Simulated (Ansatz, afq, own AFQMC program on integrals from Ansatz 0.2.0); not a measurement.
AFQMC, coupled cluster and functionals along a coordinate of GeH4⁺, doublet

```yaml
atoms:
  - { symbol: Ge, position_ang: [0.0000, 0.0000, 0.0000] }
  - { symbol: H, position_ang: [0.5613, 1.0339, 1.0326] }
  - { symbol: H, position_ang: [-0.5699, -1.0297, 1.0321] }
  - { symbol: H, position_ang: [-0.5592, 1.0308, -1.0368] }
  - { symbol: H, position_ang: [0.5678, -1.0351, -1.0279] }
```

The Ge1–H3 distance is changed with both sides rigid. Energies in kJ/mol count from this geometry (1.565 Å) at the same level; the start stands on UHF, each point on the determinant named.

Basis cc-pVDZ. Noble-gas cores (and the filled d shells of Ga–Kr and In–Xe) are frozen. Ansatz 0.2.0 and our own AFQMC program on the same integrals; the CISD trial comes from CCSD amplitudes, and released means the phaseless constraint is let go. Error bars are statistical, one sigma. No spin–orbit coupling.

Cautions, each for one point or more: higher spins were not checked; inner d shell frozen; no relativity below Rb; no spin-orbit coupling; raised T1 diagnostic.

| r(Ge1–H3) / Å | det. | T1 | weight | ⟨S²⟩ | CCSD(T) | ph-AFQMC/CISD | released AFQMC | CCSDT(Q) | wB97M-V | PBE0 |
| --- | --- | --- | --- | --- | --- | --- | --- | --- | --- | --- |
| 1.277 | UHF | 0.030 | 0.90 | 0.80 | 97.5 | 98.8 ± 0.7 | – | 97.7 | 89.0 | 92.3 |
| 1.905 | UHF | 0.050 | 0.88 | 0.80 | 30.9 | 29.2 ± 1.0 | 28.3 ± 1.1* | 30.1 | 39.4 | 38.3 |
| 3.431 | UHF | 0.011 | 0.93 | 0.75 | 95.5 | 96.7 ± 0.7 | – | 96.7 | 121.4 | 128.2 |
| 5.394 | UHF | 0.011 | 0.93 | 0.75 | 99.5 | 99.7 ± 0.7 | 99.5 ± 0.9* | 100.8 | 131.5 | 140.3 |

Weight is that of the determinant in the CISD state; at the start T1 is 0.024 and the weight 0.90, and ⟨S²⟩ is 0.79. An asterisk marks released energies that aren't shown to be converged. Symmetry can't show for every point that it stays on the start's state. A dash marks a missing value, a released energy that hasn't settled or a functional that sits on another state. Largest departures from CCSDT(Q), at the points where its series has closed: CCSD(T) -1.3 kJ/mol at 5.394 (on UHF), ph-AFQMC/CISD 1.1 kJ/mol at 1.277 (on UHF) (within the noise). The functionals aren't scored here. In this small basis the wave-function levels are far from their limit, so their gap to the functionals isn't the functionals' error.

Some points may be missing: those where a free walk finds a much lower state, and past Zn most of those on another determinant than at the start.

CCSDT and higher add their correlation energy to the determinant of the CCSD(T) run, since their own runs factorise the integrals more tightly (a shift of under 2 meV). A walk keeps the symmetry of its determinant, which the program's search chose and which needn't be the lowest solution, so a lower state of the same spin and another symmetry isn't excluded.
